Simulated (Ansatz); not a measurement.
# CH4S (triplet): wave-function methods side by side at distance C1–H5 along a hydrogen transfer = 1.805 Å, cc-pVDZ

One table from this session's results is given with a row withheld; the runs are named, their logs left out.

The runs use Ansatz 0.2.0, Gaussian basis; cc-pVDZ, core rule «outside noble gas», up to 6 orbitals frozen.

The runs, in order: UHF; CCSD(T) on ROHF; CCSD(T) on UHF; BCCD(T) on ROHF; CISD; CCSDT(Q) on ROHF; CCSDT(Q) on UHF; CASSCF and MRCISD+Q, 4 electrons in 4 orbitals; CASSCF and NEVPT2, 4 electrons in 4 orbitals.

5 further runs of the same task are left out: 1 for a mislabelled method, 2 that didn't finish, 2 set aside as unsound or not needed.

## The system

The geometry derives from fragments relaxed apart (PBE0/def2-TZVP) and kept rigid, so it is no stationary point. A hydrogen atom is moved between rigid fragments.

6 atoms, charge 0, spin multiplicity 3.

Atoms are counted from 1 here; the program's logs count them from 0.

Bond lengths: C1–H2 1.090 Å, C1–H3 1.090 Å, C1–H4 1.090 Å, H5–S6 1.380 Å. Angles: H2–C1–H3 109.5°, H2–C1–H4 109.5°, H3–C1–H4 109.5°.

Geometry (Å):

```xyz
6
charge 0, multiplicity 3
C    -2.1379    0.0000    0.0000
H    -2.5011    1.0273    0.0000
H    -2.5011   -0.5137    0.8897
H    -2.5011   -0.5137   -0.8897
H    -0.3329    0.0000    0.0000
S     1.0471    0.0000    0.0000
```

The first run:

Input file in.yaml:

```yaml
crystal:
  periodic: [false, false, false]
  atoms:
    - {symbol: C, position_ang: [-2.137882, 0.000000, 0.000000]}
    - {symbol: H, position_ang: [-2.501088, 1.027301, 0.000000]}
    - {symbol: H, position_ang: [-2.501088, -0.513650, 0.889668]}
    - {symbol: H, position_ang: [-2.501088, -0.513650, -0.889669]}
    - {symbol: H, position_ang: [-0.332882, 0.000000, 0.000000]}
    - {symbol: S, position_ang: [1.047118, 0.000000, 0.000000]}
basis:
  gaussian: {orbitals: cc-pVDZ}
magnetization: {spin_polarized: true, initial_magnetization: 2}
hamiltonian: {xc: hf}
output: {orbitals: {seedname: orbitals}}
```

Started as:

```
$ ansatz run in.yaml --threads 1 --pin off --events-out ev --progress --plain --max-ram 2393MiB
```

Steps of the session up to this table: UHF; CCSD(T) on ROHF; CCSD(T) on UHF; BCCD(T) on ROHF; CISD; CCSDT(Q) on ROHF; CCSDT(Q) on UHF; CASSCF and MRCISD+Q, 4 electrons in 4 orbitals; CASSCF and NEVPT2, 4 electrons in 4 orbitals.

One table of the session follows, with a row left open; its other results are not shown here.

| method | from UCCSDT(Q) (kcal/mol) |
| --- | --- |
| ROHF | +191.55 |
| UHF | +186.36 |
| RMP2 | +31.33 |
| UMP2 | +31.53 |
| CISD | +20.95 |
| RCCSD | +4.56 |
| UCCSD | +4.45 |
| RCCSD(T) | +0.79 |
| UCCSD(T) | +0.79 |
| BCCD(T) | +0.78 |
| RCCSDT | +0.22 |
| UCCSDT | +0.21 |
| RCCSDT(Q) | ? |
| UCCSDT(Q) | 0 |
| CASSCF pair | +180.23 |
| NEVPT2 pair | +30.53 |
| MRCISD pair | +18.72 |
| MRCISD+Q pair | +1.68 |

Q: Estimate the row for RCCSDT(Q) from the others.

**Answer.** from UCCSDT(Q) (kcal/mol): +0.01. In the column «from UCCSDT(Q) (kcal/mol)» it lies between UCCSDT(Q) (0) and UCCSDT (+0.21).

Limits of these values: Restricted and unrestricted rows rest on different reference determinants; where their highest levels disagree by more than a few hundredths of an eV, they describe different states and don't form one ladder.
